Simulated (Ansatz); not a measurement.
C₇H₁₆, SMILES `CCC(C)C(C)C`, relaxed with RKS PBE0-D4/def2-TZVP in Ansatz 0.2.0 from a GFN2-xTB geometry. The force threshold is 0.005 eV/Å; the program also tests the step.

Total charge 0; spin multiplicity 1.

Start:

```xyz
23

C     1.588    1.449    1.514
C     0.304    0.892    0.907
C     0.565   -0.090   -0.241
C     1.055    0.648   -1.488
C    -0.661   -0.968   -0.573
C    -0.890   -2.040    0.491
C    -1.943   -0.163   -0.782
H     1.355    2.092    2.361
H     2.145    2.037    0.789
H     2.228    0.641    1.864
H    -0.252    0.384    1.697
H    -0.308    1.720    0.546
H     1.364   -0.772    0.075
H     0.327    1.387   -1.814
H     1.223   -0.052   -2.304
H     1.992    1.160   -1.287
H    -0.434   -1.485   -1.514
H     0.005   -2.643    0.631
H    -1.702   -2.700    0.191
H    -1.156   -1.595    1.447
H    -1.802    0.609   -1.534
H    -2.261    0.307    0.144
H    -2.741   -0.821   -1.119
```

(1) By how much does the energy fall, and how many steps does the optimiser take? (Estimate.)

(2) Which bonds change most? (An estimate is asked.)

(3) Give the relaxed structure. (An estimate is asked.)

Answers

(1) The calculation gave: 1.99 kJ/mol, in 7 steps.

(2) The calculation gave: C7–H22 from 1.087 to 1.093 Å; C4–H14 from 1.088 to 1.094 Å; C6–H20 from 1.088 to 1.094 Å; C5–C6 from 1.529 to 1.523 Å.

(3) Computed: 
```xyz
23

C     1.608    1.459    1.497
C     0.332    0.842    0.946
C     0.561   -0.096   -0.239
C     1.039    0.666   -1.468
C    -0.663   -0.972   -0.565
C    -0.921   -2.018    0.511
C    -1.929   -0.171   -0.842
H     1.399    2.079    2.372
H     2.108    2.092    0.761
H     2.317    0.684    1.803
H    -0.166    0.294    1.752
H    -0.357    1.639    0.648
H     1.363   -0.791    0.048
H     0.312    1.424   -1.776
H     1.193   -0.010   -2.313
H     1.985    1.179   -1.283
H    -0.408   -1.514   -1.486
H    -0.026   -2.613    0.711
H    -1.716   -2.703    0.203
H    -1.237   -1.561    1.453
H    -1.781    0.577   -1.624
H    -2.275    0.346    0.057
H    -2.736   -0.832   -1.168
```
